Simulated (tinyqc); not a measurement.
Worked calculation: CIS and TDHF on RHF in the sto-6g basis, for H2O, spin multiplicity 1. One step of it, computed by the program tinyqc.

Task: CIS triplet states. Diagonalise A (1 hartree = 27.211386 eV); each vector has its largest component positive (the first on a tie).

CIS matrix A, triplet (hartree), lower triangle:
```
           1>6        1>7        2>6        2>7        3>6        3>7       4>6       4>7
1>6  20.195107
1>7   0.000000  20.259718
2>6   0.007972   0.000000   1.081038
2>7   0.000000   0.007714   0.000000   1.147000
3>6   0.000000  -0.007129   0.000000  -0.079089   0.432396
3>7  -0.007129   0.000000  -0.079089   0.000000   0.000000   0.465133
4>6  -0.017151   0.000000  -0.040724   0.000000   0.000000  -0.062670  0.380790
4>7   0.000000  -0.003810   0.000000   0.011463  -0.062670   0.000000  0.000000  0.427628
5>6   0.000000   0.000000   0.000000   0.000000   0.000000   0.000000  0.000000  0.000000
5>7   0.000000   0.000000   0.000000   0.000000   0.000000   0.000000  0.000000  0.000000

          5>6       5>7
5>6  0.278227
5>7  0.000000  0.333090
```

Give: triplet excitation energies; lowest vectors.

Result:

triplet excitation energies (eV): 7.5709  9.0638  9.2528  9.9158  13.2388  13.4527  29.7293  31.4592  549.5374  551.2952

lowest vectors:
```
     state 1  state 2  state 3  state 4  state 5  state 6
1>6   0.0000   0.0000   0.0009   0.0000   0.0000  -0.0002
1>7   0.0000   0.0000   0.0000   0.0004  -0.0001   0.0000
2>6   0.0000   0.0000   0.1003   0.0000   0.0000   0.0810
2>7   0.0000   0.0000   0.0000   0.0620  -0.0952   0.0000
3>6   0.0000   0.0000   0.0000   0.7145  -0.6909   0.0000
3>7   0.0000   0.0000   0.4956   0.0000   0.0000   0.8601
4>6   0.0000   0.0000   0.8627   0.0000   0.0000  -0.5036
4>7   0.0000   0.0000   0.0000   0.6969   0.7167   0.0000
5>6   1.0000   0.0000   0.0000   0.0000   0.0000   0.0000
5>7   0.0000   1.0000   0.0000   0.0000   0.0000   0.0000
```
